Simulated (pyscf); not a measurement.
F–Si(SiH₃)(SiH₃)–SiH₃ + •H₂C–F → H₃Si–Si•(SiH₃)–SiH₃ + F–CH₂–F, an atom transfer (doublet surface; F–Si broken, C–F formed). PySCF, gas phase, ωB97X-D3(BJ)/def2-SVP geometries. Energies in kcal/mol from the separated reactants.

Small-basis levels: PySCF, no dispersion term, spherical d functions. AM1 to PM7: differences of heats of formation from MOPAC, which are fitted to 298 K values and so differ in kind from electronic energies by zero-point and thermal terms. GFN2-xTB: tblite. Open shells are spin-unrestricted. 

```json
[
 {"level": "HF/3-21G", "barrier": "50.5", "reaction energy": "+10.9"},
 {"level": "B3LYP/LANL2DZ", "barrier": "27.1", "reaction energy": "+7.8"},
 {"level": "B3LYP/6-31G*", "barrier": "36.6", "reaction energy": "+13.6"},
 {"level": "B3LYP/def2-SVP", "barrier": "35.7", "reaction energy": "+10.3"},
 {"level": "GFN2-xTB", "barrier": "40.8", "reaction energy": "+10.4"},
 {"level": "PM3", "barrier": "54.2", "reaction energy": "+24.5"},
 {"level": "PM6", "barrier": "31.9", "reaction energy": "+23.0"},
 {"level": "ωB97M-D3(BJ)/def2-TZVP", "barrier": "44.8", "reaction energy": "+15.3"}
]
```

Against the last row the barrier runs from -17.6 (B3LYP/LANL2DZ) to +9.4 kcal/mol (PM3). ωB97M-D3(BJ)/def2-TZVP has limits of its own. This is the saddle that the search found; another between the same sides may lie lower. The angle at the transferred F is 158°.
